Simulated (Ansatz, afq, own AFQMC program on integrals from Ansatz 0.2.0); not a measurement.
# GeNH2, sextet in cc-pVDZ, levels against CCSDT(Q)

```xyz
4

Ge    0.0000    0.0000    0.4319
N     0.0000    0.0000   -1.8834
H     0.0000    0.8309   -2.4773
H     0.0000   -0.8309   -2.4773
```

Connectivity, by distances: Ge–NH2.

Basis cc-pVDZ. Noble-gas cores (and the filled d shells of Ga–Kr and In–Xe) are frozen. Ansatz 0.2.0 and our own AFQMC program on the same integrals; the CISD trial comes from CCSD amplitudes, and released means the phaseless constraint is let go. Uncertainties: one standard error, sampling alone. No spin–orbit coupling.

Determinant: ROHF, the one that the program's search chose, which needn't be the lowest solution. The geometry is a PBE0/def2-TZVP stationary point of this or a neighbouring charge and spin state.

No full CI on the walks' own integrals is used here; CCSDT(Q) serves as the reference and is uncertain by about the last step of the cluster series.

Cautions: no relativity below Rb; no spin-orbit coupling; inner d shell frozen; another spin lies lower (by 4.89 eV); the released energies have errors that jump between times, so the bars are unsure, so no released level is given (meV from the phaseless value at times in 1/Eh: -69 ± 65 at 0.24, -5.1 ± 2.2 at 0.51, -6.7 ± 1.9 at 0.99, -4.0 ± 2.1 at 1.62, 0 ± 4 at 2.40), though the last usable value meets CCSDT(Q) within the noise; CCSDT(Q) on the UHF determinant differs (34 meV lower), by its state or its frozen core.

```
T1 diagnostic                               : 0.0259
weight of the determinant in the CISD state : 0.908
size of the correlated space                : 11 electrons in 36 orbitals
```

| level | correlation energy (eV) |
| --- | --- |
| MP2 | -4.7737 |
| CCSD | -5.4684 |
| CCSD(T) | -5.5848 |

(1) Estimate where phaseless AFQMC with the Hartree–Fock trial lies against CCSD(T) on the same integrals.

(1) 26.2 ± 17.0 meV above CCSD(T). The gap is under twice the noise, so this walk alone can't tell the two apart.

Reference: CCSDT(Q), correlation energy -5.611 eV.

```tsv
level	E − E(reference) (meV)	share of correlation (%)
CCSD(T)	26.1	99.53
CCSDT	8.2	99.85
ph-AFQMC/HF	52.3 ± 17.0	99.07
ph-AFQMC/CISD	5.9 ± 2.8	99.90
```

A walk keeps the symmetry of its determinant, which the program's search chose and which needn't be the lowest solution, so a lower state of the same spin and another symmetry isn't excluded.
